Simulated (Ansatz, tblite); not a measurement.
Removing an electron: Al(NH3)2H3 (AlN₂H₉). Charge 0, multiplicity 1. Geometry: PBE-D4/def2-SVP. Ansatz, gas phase; energy differences of separate SCF runs; the oxidised species was run as a doublet alone.

Cartesian coordinates in Å:
```
Al 0.000 0.001 0.000
N 1.472 0.231 1.606
H 1.074 0.727 2.415
H 2.293 0.766 1.292
H 1.811 -0.680 1.942
N -1.472 -0.232 -1.606
H -2.375 0.193 -1.354
H -1.649 -1.224 -1.816
H -1.156 0.214 -2.477
H 1.113 -0.785 -0.907
H -0.140 1.627 -0.106
H -0.972 -0.840 1.012
```

The xTB rows come from tblite. HOMO above LUMO, or a gap near zero within one spin, warns that the state may not be the lowest or that an electron is smeared out.

**Question.** Estimate orbital energies and vertical ionisation energies at: GFN1-xTB; GFN2-xTB; PBE-D4/def2-TZVP; r2SCAN-D4/def2-TZVP; PBE0-D4/def2-TZVP.

**Answer.** 
```json
{"level": "GFN1-xTB", "−HOMO (eV)": "10.69", "vertical IE (eV)": "13.77", "−LUMO (eV)": "4.13", "HOMO–LUMO gap (eV)": "6.55", "remarks": "–"}
{"level": "GFN2-xTB", "−HOMO (eV)": "9.24", "vertical IE (eV)": "12.21", "−LUMO (eV)": "2.65", "HOMO–LUMO gap (eV)": "6.59", "remarks": "–"}
{"level": "PBE-D4/def2-TZVP", "−HOMO (eV)": "5.47", "vertical IE (eV)": "8.58", "−LUMO (eV)": "0.38", "HOMO–LUMO gap (eV)": "5.09", "remarks": "gap within one spin near zero (+1 doublet)"}
{"level": "r2SCAN-D4/def2-TZVP", "−HOMO (eV)": "5.76", "vertical IE (eV)": "8.74", "−LUMO (eV)": "-0.34", "HOMO–LUMO gap (eV)": "6.10", "remarks": "gap within one spin near zero (+1 doublet)"}
{"level": "PBE0-D4/def2-TZVP", "−HOMO (eV)": "6.72", "vertical IE (eV)": "8.93", "−LUMO (eV)": "-0.44", "HOMO–LUMO gap (eV)": "7.16", "remarks": "–"}
```

  Raw xTB energy differences between charge states are shifted by several eV; the methods need an empirical correction for them.
